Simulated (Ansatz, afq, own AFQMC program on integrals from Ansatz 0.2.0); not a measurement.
## NH3 + H, doublet in cc-pVTZ along one coordinate

```xyz
5

N    -0.1364   -0.0316   -0.0492
H    -0.4337    0.9362   -0.0492
H    -0.4337   -0.4339    0.8311
H     0.8761   -0.0316   -0.0492
H     1.8866   -0.0316   -0.0492
```

A hydrogen atom is moved from one rigid fragment to the other; the N1–H4 distance tells how far. The two fragments are held close together, so this isn't a minimum-energy path and the start is a compressed complex. Energies in kcal/mol count from this geometry (1.012 Å) at the same level; the start stands on UHF, each point on the determinant named.

Basis cc-pVTZ. Noble-gas cores (and the filled d shells of Ga–Kr and In–Xe) are frozen. Ansatz 0.2.0 and our own AFQMC program on the same integrals; the CISD trial comes from CCSD amplitudes, and released means the phaseless constraint is let go. ± is one standard error of the sampling.

| r(N1–H4) / Å | det. | T1 | weight | ⟨S²⟩ | PBE0 | B3LYP | CCSD(T) |
| --- | --- | --- | --- | --- | --- | --- | --- |
| 1.088 | UHF | 0.013 | 0.92 | 0.77 | 0.3 | -0.2 | 1.0 |
| 1.126 | UHF | 0.014 | 0.92 | 0.78 | 1.2 | 0.4 | 2.2 |
| 1.164 | UHF | 0.015 | 0.92 | 0.78 | 2.4 | 1.3 | 3.5 |
| 1.202 | UHF | 0.017 | 0.91 | 0.78 | 3.7 | 2.4 | 4.8 |
| 1.278 | UHF | 0.019 | 0.91 | 0.78 | 7.2 | 5.4 | 7.8 |

**Question.** Estimate the curve of CCSDT(Q), counted from the same start.

**Answer.** 
```
r(N1–H4) / Å  det.     T1  weight  ⟨S²⟩  CCSDT(Q)  ph-AFQMC/CISD  released AFQMC
       1.088   UHF  0.013    0.92  0.77       0.9      1.3 ± 0.1       1.0 ± 0.2
       1.126   UHF  0.014    0.92  0.78       2.1      2.5 ± 0.1       2.1 ± 0.1
       1.164   UHF  0.015    0.92  0.78       3.4      3.6 ± 0.2       3.4 ± 0.1
       1.202   UHF  0.017    0.91  0.78       4.7      5.3 ± 0.1               –
       1.278   UHF  0.019    0.91  0.78       7.7      8.0 ± 0.2       7.6 ± 0.2
```

Weight is that of the determinant in the CISD state; at the start T1 is 0.012 and the weight 0.92, and ⟨S²⟩ is 0.76. A dash marks a missing value, a released energy that hasn't settled or a functional that sits on another state. Largest departures from CCSDT(Q), at the points where its series has closed: CCSD(T) 0.1 kcal/mol at 1.278 (on UHF), ph-AFQMC/CISD 0.6 kcal/mol at 1.202 (on UHF), released AFQMC 0.1 kcal/mol at 1.088 (on UHF) (within the noise), PBE0 -1.0 kcal/mol at 1.164, B3LYP -2.3 kcal/mol at 1.202. Functionals count only at points shown to share the start's state and spin.

A walk keeps the symmetry of its determinant, which the program's search chose and which needn't be the lowest solution, so a lower state of the same spin and another symmetry isn't excluded. Released energies are given only where the last usable release times agree within the noise; a slower fall can still hide under it.
